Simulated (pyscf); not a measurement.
Elementary routes open to HS–GeH₃ (SMILES [SH][GeH3]) + HCl (SMILES Cl) in the gas phase (singlet surface):
A. HS–GeH₂–Cl (SMILES [SH][GeH2][Cl]) + H₂ (SMILES [H][H]) (Ge–H, Cl–H broken; Cl–Ge, H–H formed)
B. H₂S (SMILES S) + Cl–GeH₃ (SMILES [Cl][GeH3]) (Ge–S, Cl–H broken; H–S, Cl–Ge formed)

Single points on ωB97X-D3(BJ)/def2-SVP structures (PySCF, gas phase).

Problem. Rank the routes by free-energy barrier at 1200 K, lowest first, for ωB97M-D3(BJ)/def2-TZVP energies (ideal gas, 1 atm, RRHO with modes under 100 cm⁻¹ raised to 100, one conformer, R ln 2 for chiral ones without a mode under 150 cm⁻¹).

Solution. B (67.0 kcal/mol), A (76.5 kcal/mol)

Route B is the fastest of these, ahead of the next by 9.4 kcal/mol. The most stable products are those of A (ΔG = -9.4 kcal/mol), whose barrier is 9.4 kcal/mol higher: the kinetic and the thermodynamic product differ. At 298 K B is still the fastest. B: On the reactant side the descent ends in a complex, 4.9 kcal/mol under the separated species and 29.9 kcal/mol under the saddle at ωB97X-D3(BJ)/def2-TZVP. Only these routes are compared; each barrier is that of the saddle found, and lower ones may exist. Elements up to Kr have no core potential and no relativistic terms here.
